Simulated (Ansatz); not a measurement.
Geometry optimisation, RHF/cc-pVDZ in Ansatz 0.2.0.

Input file:

```yaml
crystal:
  periodic: [false, false, false]
  atoms:
    - { symbol: Al, position_ang: [-0.146041, -0.175976, -1.212847] }
    - { symbol: O, position_ang: [1.042809, 0.195435, 1.487888] }
    - { symbol: H, position_ang: [1.107373, -0.441205, 2.186095] }
    - { symbol: H, position_ang: [1.711334, -0.077715, 0.840857] }
    - { symbol: Cl, position_ang: [-2.269576, 0.218061, -0.819592] }
basis:
  gaussian: { orbitals: cc-pVDZ }
hamiltonian:
  xc: hf
relax:
  f_tol: 0.03
  max_steps: 50
```

Run as:

```bash
$ ansatz run input.yaml --threads 1 --pin off --max-ram 2048MiB --backend cpu --events-out ev --progress --plain --runs-dir out
```

Question: Where does it end, and by what steps?

Answer: The run converged. After 15 steps the energy has fallen by 0.329 eV; H3 moved furthest, 0.99 Å.

| step | energy less start (eV) | largest force component (eV/Å) | accepted |
| --- | --- | --- | --- |
| 0 | 0.0000 | 1.050 | yes |
| 1 | -0.0227 | 2.164 | yes |
| 2 | 0.0236 | 3.386 | no |
| 3 | -0.0469 | 1.958 | yes |
| 4 | -0.0774 | 1.984 | yes |
| 5 | -0.1140 | 1.579 | yes |
| 6 | -0.1631 | 0.422 | yes |
| 7 | -0.1901 | 0.653 | yes |
| 8 | -0.2362 | 0.553 | yes |
| 9 | -0.3014 | 0.439 | yes |
| 10 | -0.3126 | 0.769 | yes |
| 11 | -0.3265 | 0.217 | yes |
| 12 | -0.3203 | 0.843 | no |
| 13 | -0.3279 | 0.063 | yes |
| 14 | -0.3286 | 0.036 | yes |
| 15 | -0.3288 | 0.007 | yes |

```xyz
5
Properties=species:S:1:pos:R:3
Al 0.091 -0.077 -1.184
O 0.969 -0.060 0.892
H 0.387 -0.036 1.644
H 1.862 -0.153 1.197
Cl -1.864 0.044 -0.067
```

Whether the end is a true minimum wasn't checked by a vibrational analysis.

Time of the run: 13 s on 1 thread of Arm Neoverse V2, on a shared host, peak memory 0.12 GiB.
